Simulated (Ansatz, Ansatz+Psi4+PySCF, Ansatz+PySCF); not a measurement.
```xyz
6

C     0.4573   -0.4903    0.2222
N    -0.4469    0.5168   -0.3360
H     0.3215   -0.7050    1.2923
H    -0.3410    1.3897    0.1762
H     0.3275   -1.4242   -0.3286
H     1.4875   -0.1608    0.0720
```

Basis set: cc-pVTZ (spherical functions). Frozen core: 2 orbitals. Correlation on ROHF uses semicanonical orbitals with singles. Charge 0, multiplicity 2.

Computed with Ansatz (development build ahead of 0.2.0); each method stands on the lowest determinant of its kind that the runs found.

**Question.** Give the atomization energy at this shape (free ground-state atoms in the same class of orbitals less the molecule, no zero-point energy) of doublet CH₄N by ROHF-MP2, UHF-MP2.

**Answer.**

```
  method  atomization energy
ROHF-MP2     458.98 kcal/mol
 UHF-MP2     458.26 kcal/mol
```
